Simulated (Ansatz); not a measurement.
# CH5BO: small, medium and large basis sets

The task here is to estimate one member of a computed series from the others.

Program: Ansatz 0.2.0, Gaussian basis. Level of theory: one geometry, several basis sets. These are calculated values, not measurements.

The runs, in order: PBE0-D4/def2-SVP; ωB97M-V/def2-SVP; PBE0-D4/def2-QZVPP; ωB97M-V/def2-QZVPP; the functionals' def2-TZVPP values are taken from earlier runs.

**The geometry**

All runs share one geometry, relaxed beforehand with PBE0-D4 in a triple-zeta def2 set.

8 atoms, charge 0, spin multiplicity 1.

Atoms are counted from 1 here; the program's logs count them from 0.

Bond lengths: B1–C2 1.551 Å, B1–H4 1.194 Å, B1–H5 1.199 Å, C2–O3 1.498 Å, C2–H6 1.086 Å, C2–H7 1.085 Å, O3–H8 0.963 Å. Angles: C2–B1–H4 120.0°, C2–B1–H5 118.4°, H4–B1–H5 120.9°, B1–C2–O3 66.6°, B1–C2–H6 122.7°, B1–C2–H7 122.4°, O3–C2–H6 111.1°, O3–C2–H7 107.4°, H6–C2–H7 112.9°, C2–O3–H8 108.9°.

The first run:

in.yaml reads:

```yaml
crystal:
  periodic: [false, false, false]
  atoms:
    - {symbol: B, position_ang: [-0.513745, 0.302488, -0.663666]}
    - {symbol: C, position_ang: [0.596617, 0.351170, 0.418547]}
    - {symbol: O, position_ang: [0.228310, -1.042019, 0.007726]}
    - {symbol: H, position_ang: [-0.224461, 0.381965, -1.819190]}
    - {symbol: H, position_ang: [-1.658071, 0.351807, -0.309892]}
    - {symbol: H, position_ang: [0.383828, 0.517622, 1.470816]}
    - {symbol: H, position_ang: [1.642989, 0.496275, 0.171740]}
    - {symbol: H, position_ang: [-0.363367, -1.416507, 0.668220]}
basis:
  gaussian: {orbitals: def2-SVP}
hamiltonian: {xc: pbe0, dispersion: d4}
output: {orbitals: {seedname: orbitals}}
```

Run with:

```
ansatz run in.yaml --threads 2 --pin off --events-out ev --progress --plain --max-ram 4352MiB
```

Among the steps run: PBE0-D4 in def2-SVP; ωB97M-V in def2-SVP; PBE0-D4 in def2-QZVPP; ωB97M-V in def2-QZVPP.

One of the session's tables, all rows but one given; the rest of the session is left out.

It belongs to the step «Density functionals: the series». 

| functional | basis | HOMO (eV) | LUMO (eV) |
| --- | --- | --- | --- |
| PBE0-D4 | def2-SVP | -8.27 | 0.66 |
| PBE0-D4 | def2-TZVPP | -8.33 | 0.11 |
| PBE0-D4 | def2-QZVPP | -8.35 | -0.16 |
| ωB97M-V | def2-SVP | -10.63 | 2.46 |
| ωB97M-V | def2-TZVPP | ? | ? |
| ωB97M-V | def2-QZVPP | -10.72 | 1.12 |

**Question.** Estimate the row for ωB97M-V, def2-TZVPP.

As computed: HOMO (eV): -10.71; LUMO (eV): 1.66. In the column «HOMO (eV)» it lies between ωB97M-V, def2-QZVPP (-10.72) and ωB97M-V, def2-SVP (-10.63).
